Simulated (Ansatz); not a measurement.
We consider zinc-blende HgS (metastable phase), described by RPBE (Ansatz, a quantum-chemistry and plane-wave program, plane waves, PAW).

Numerical settings: plane-wave cutoff 520 eV, 10×10×10 k mesh, Fermi–Dirac smearing 0.01 eV, scalar-relativistic PAW data made under PBE.

A third-order Birch–Murnaghan fit to the energies gives V0 = 28.059 Å³/atom, B0 = 43.0 GPa, B′ = 5.0.

```tsv
V (Å³/atom)	P (GPa)
26.375	?
26.936	1.94
27.497	?
28.059	0.00
28.620	-0.81
29.181	?
29.742	?
```

Question: Estimate the withheld pressures from this fit; the answers are the runs' own values.

Answer: 
- 26.375, P (GPa): 3.10
- 27.497, P (GPa): 0.91
- 29.181, P (GPa): -1.53
- 29.742, P (GPa): -2.16

The formula P = (3/2) B0 (x^(7/3) − x^(5/3)) [1 + (3/4)(B′ − 4)(x^(2/3) − 1)] with x = V0/V meets the computed pressures within 0.01 GPa when these rounded values are put in.

Measured, for comparison: equilibrium volume per atom 24.91 Å³/atom (295 K, no zero-point or thermal correction; as tabulated in Cardona et al. (2009), arXiv:0908.2634). Computed (rounded) less measured: equilibrium volume per atom +12.6 %.

Note: the cell is over a tenth larger than the published one: the level's own overestimate first of all, though another phase or state, or a fault of the published cell, is possible.

Spin–orbit coupling is not included; it can open a gap where bands touch, and shift volumes and moduli.

The computed numbers hold no vibrational or temperature effects.

The result took around 40 core-seconds (rough).
